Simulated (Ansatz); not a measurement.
# CH5FN: the cost of one run

Program: Ansatz 0.2.0. Level of theory: UKS r2SCANh/def2-SVP. These are calculated values, not measurements.

## 1. The starting structure

Bond lengths: C2–F3 1.347 Å, C2–H5 1.085 Å, C2–H6 1.085 Å, N4–H7 1.017 Å, N4–H8 1.016 Å. Angles: F3–C2–H5 110.9°, F3–C2–H6 110.4°, H5–C2–H6 116.4°, H7–N4–H8 107.0°.

As a file:

```xyz
8

H     0.2587   -0.1669   -0.0178
C    -1.1340   -0.1510    0.0358
F    -1.5480    0.4236   -1.1104
N     1.5983   -0.1506   -0.0276
H    -1.4138   -1.1986    0.0673
H    -1.4271    0.4519    0.8894
H     1.8277    0.5589   -0.7194
H     1.8381    0.2326    0.8826
```

## 2. Pulling towards end A

Springs on the bonds that form and break draw the guess towards this end; the thresholds are loose.

File input.yaml:

```yaml
crystal:
  periodic: [false, false, false]
  atoms:
    - { symbol: H, position_ang: [0.2587, -0.1669, -0.0178] }
    - { symbol: C, position_ang: [-1.134, -0.151, 0.0358] }
    - { symbol: F, position_ang: [-1.548, 0.4236, -1.1104] }
    - { symbol: "N", position_ang: [1.5983, -0.1506, -0.0276] }
    - { symbol: H, position_ang: [-1.4138, -1.1986, 0.0673] }
    - { symbol: H, position_ang: [-1.4271, 0.4519, 0.8894] }
    - { symbol: H, position_ang: [1.8277, 0.5589, -0.7194] }
    - { symbol: H, position_ang: [1.8381, 0.2326, 0.8826] }
magnetization:
  spin_polarized: true
  initial_magnetization: 1
basis:
  gaussian: { orbitals: def2-SVP }
hamiltonian:
  xc: r2scanh
relax:
  f_tol: 0.15
  max_steps: 25
  restrain:
    - { distance: [0, 3], at: 2.32, k: 30.0 }
    - { distance: [1, 0], at: 1.07, k: 30.0 }
output:
  orbitals: {}
```

Run with:

```bash
> ansatz run input.yaml --threads 2 --pin off --max-ram 3072MiB --backend cpu --events-out ev --progress --plain --runs-dir out
```

**Question.** How long does this run take on 2 threads of Arm Neoverse N1, shared host, and how much memory does it need?

About 30 s, with a peak of 0.19 GiB.
